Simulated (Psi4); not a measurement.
Reaction (SMILES): PP (P2H4) + [H][H] (H2) → 2 P (PH3)
B3LYP-D3(BJ)/def2-TZVP geometries, fixed; electronic energies without zero-point terms.

Basis-set convergence of the energy of full hydrogenation at B3LYP with Psi4. Cartesian d functions, on some or all atoms, in 6-31+G*; all else is spherical. Density fitting with the program's default auxiliary sets. Psi4's default fitting sets serve the pcseg sets less well. No added dispersion term, no relativity. Functions are those of the species that has most. Reference: the value in def2-QZVPPD, -6.64 kcal/mol, itself unsure by roughly 0.05 kcal/mol (its mean distance from def2-QZVPP, cc-pV(Q+d)Z). Deviations are taken from unrounded values.

```tsv
basis	functions	energy of full hydrogenation (kcal/mol)	minus reference (kcal/mol)
STO-3G	22	-4.02	2.63
3-21G	34	-4.34	2.30
def2-SV(P)	44	-6.70	-0.06
6-31+G*	54	-7.20	-0.55
cc-pV(D+d)Z	66	-7.76	-1.12
6-311G**	76	-8.52	-1.87
def2-SVPD	80	-8.66	-2.02
def2-TZVPD	122	-6.52	0.12
pcseg-2	124	-7.31	-0.67
cc-pV(T+d)Z	134	-6.65	0.00
def2-TZVPP	140	-6.63	0.02
jun-cc-pV(T+d)Z	152	-6.77	-0.13
def2-TZVPPD	164	-6.65	-0.01
6-311++G(3df,3pd)	166	-7.13	-0.49
aug-cc-pV(T+d)Z	202	-6.73	-0.09
cc-pV(Q+d)Z	248	-6.73	-0.09
pcseg-3	260	-6.66	-0.02
def2-QZVPPD	284	-6.64	0.00
```
